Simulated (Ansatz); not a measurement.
# CH3Si (doublet): the correlation ladder, cc-pVDZ

Aim: climb from Hartree-Fock through coupled cluster and multireference methods for CH3Si (doublet) at one geometry and basis, and see what each rung misses.

Method: cc-pVDZ, core rule «outside noble gas», up to 6 orbitals frozen; program: Ansatz 0.2.0, Gaussian basis.

Plan: UHF; CCSD(T) on ROHF; CCSD(T) on UHF; BCCD(T) on ROHF; CISD; CCSDT(Q) on ROHF; CCSDT(Q) on UHF; CASSCF and MRCISD+Q, 11 electrons in 11 orbitals; CASSCF and NEVPT2, 11 electrons in 11 orbitals.

16 further runs of the same task are left out: 6 that didn't finish, 10 set aside as unsound or not needed.

**1. The geometry**

The geometry is a PBE0/def2-TZVP stationary point (not a proven minimum).

5 atoms, charge 0, spin multiplicity 2.

Atoms are counted from 1 here; the program's logs count them from 0.

Bond lengths: Si1–C2 1.668 Å, Si1–H3 1.479 Å, Si1–H4 1.479 Å, C2–H5 1.073 Å. Angles: C2–Si1–H3 122.5°, C2–Si1–H4 122.5°, H3–Si1–H4 115.0°, Si1–C2–H5 180.0°.

**2. UHF**

Contents of in.yaml:

```yaml
crystal:
  periodic: [false, false, false]
  atoms:
    - {symbol: Si, position_ang: [0.000000, 0.000000, 0.491574]}
    - {symbol: C, position_ang: [0.000000, 0.000000, -1.176602]}
    - {symbol: H, position_ang: [0.000000, 1.247023, 1.286284]}
    - {symbol: H, position_ang: [0.000000, -1.247023, 1.286284]}
    - {symbol: H, position_ang: [0.000000, 0.000000, -2.249409]}
basis:
  gaussian: {orbitals: cc-pVDZ}
magnetization: {spin_polarized: true, initial_magnetization: 1}
hamiltonian: {xc: hf}
output: {orbitals: {seedname: orbitals}}
```

Command:

```sh
$ ansatz run in.yaml --threads 1 --pin off --events-out ev --progress --plain --max-ram 2393MiB
```

The runs that follow: CCSD(T) on ROHF; CCSD(T) on UHF; BCCD(T) on ROHF; CISD; CCSDT(Q) on ROHF; CCSDT(Q) on UHF; CASSCF and MRCISD+Q, 11 electrons in 11 orbitals; CASSCF and NEVPT2, 11 electrons in 11 orbitals.

Before running them: what should the planned runs give, taken together? Wanted: RCCSDT(Q) below the RHF energy; RMP2 from RCCSDT(Q); UMP2 from RCCSDT(Q); RCCSD from RCCSDT(Q); RCCSD(T) from RCCSDT(Q); UCCSD(T) from RCCSDT(Q); UCCSDT(Q) from RCCSDT(Q); NEVPT2 valence from RCCSDT(Q); MRCISD+Q valence from RCCSDT(Q).

**Answer**, as computed:

| quantity | value |
| --- | --- |
| RCCSDT(Q) below the RHF energy | -7.0730 eV |
| RMP2 from RCCSDT(Q) | +1291.7 meV |
| UMP2 from RCCSDT(Q) | +1569.4 meV |
| RCCSD from RCCSDT(Q) | +295.8 meV |
| RCCSD(T) from RCCSDT(Q) | +55.3 meV |
| UCCSD(T) from RCCSDT(Q) | +78.4 meV |
| UCCSDT(Q) from RCCSDT(Q) | -1.6 meV |
| NEVPT2 valence from RCCSDT(Q) | +999.6 meV |
| MRCISD+Q valence from RCCSDT(Q) | +26.0 meV |
| levels within 1 kcal/mol (43 meV) | RCCSDT, UCCSDT, UCCSDT(Q), MRCISD+Q valence |
| T1 diagnostic | 0.027 |
| effectively unpaired electrons | 1.09 |

In words: RCCSD(T) lands +55.3 meV from the yardstick (0.8 % of the correlation energy). CCSD(T) misses by +55.3 meV on the restricted determinant and by +78.4 meV on the unrestricted one; the two need not hold the same state or core. One determinant dominates. Of the multireference levels listed MRCISD+Q valence comes nearest in total energy (+26.0 meV), which doesn't show that its space is the better one. These misses are within one basis, not against nature; the frozen cores of restricted and unrestricted runs differ, which can shift their rows.
